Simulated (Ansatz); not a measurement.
**A geometry optimisation of CH5NOS with r2SCAN-D4/def2-SVP**

The starting geometry of this gas-phase singlet was optimised with GFN2-xTB; its bonds are those of `NSCO`.

```xyz
9

C     2.4529   -0.7911    0.7044
N     0.7346   -0.1325    2.6422
O     1.6227   -0.7261   -0.4197
S     2.0649    0.5753    1.8363
H     0.8645   -0.0803    3.6453
H    -0.1303    0.3303    2.3862
H     2.2963   -1.7147    1.2730
H     3.5108   -0.6731    0.4475
H     2.0127   -1.2196   -1.1481
```

Task: Predict what becomes of its bonds when it is optimised with r2SCAN-D4/def2-SVP.

Result: It keeps its bonds, and is `NSCO`.

The energy falls by 0.28 eV over 24 steps:

```tsv
step	E − E(last) (eV)
1	0.283
4	0.253
6	0.240
9	0.228
11	0.205
14	0.142
16	0.053
19	0.004
21	0.000
24	0.000
```

Final geometry (Å):

```xyz
9

C     2.7413   -0.7566    0.6822
N     0.6399   -0.1795    2.1619
O     1.7578   -0.8408   -0.2800
S     2.2635    0.4280    2.0291
H     0.4843   -0.6167    3.0714
H    -0.0229    0.5888    2.0576
H     2.9583   -1.7312    1.1663
H     3.6723   -0.3602    0.2448
H     0.9345   -0.9636    0.2336
```

The end wasn't checked by frequencies. Run with Ansatz 0.2.0, 36 s on 2 threads of Arm Neoverse V2, on a shared host.
